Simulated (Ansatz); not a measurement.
CN− (cyanide): a line through the functionals

CN− has 2 atoms, charge -1, and is taken as a singlet. As SMILES, `[C-]#N`. The shape is that of a PBE0-D4/def2-TZVPD optimisation.

The HOMO–LUMO gap y, in eV, basis aug-cc-pVTZ; a is the functional's share of exact exchange. Programs: Ansatz 0.2.0.

| functional | program | a | y (eV) |
| --- | --- | --- | --- |
| r2SCAN | Ansatz | 0 | 5.40 |
| PBE | Ansatz | 0 | 4.43 |
| B3LYP | Ansatz | 0.2 | 5.89 |
| r2SCAN0 | Ansatz | 0.25 | ? |
| PBE0 | Ansatz | 0.25 | 6.23 |
| BHLYP | Ansatz | 0.5 | 7.94 |

Question: Fit y = c + s·a to the known rows and predict r2SCAN0.

Answer: 
1. Means of the 5 rows: a = 0.1900, y = 5.978.
2. Σ(Δa)² = 0.172, Σ(Δa·Δy) = 1.0264, so the slope is 1.0264/0.172 = 5.9674.
3. Intercept: 5.978 − (5.9674) × 0.1900 = 4.844. The largest residual of the fit is 0.56.
4. r2SCAN0: 4.844 + (5.9674) × 0.25 = 6.34 eV.

The run gave 6.86 eV, so the prediction is off by -0.52 eV, within the scatter of the fit. Exact exchange lowers occupied levels and raises empty ones. The rows mix families of semi-local functionals, which the line can't see.
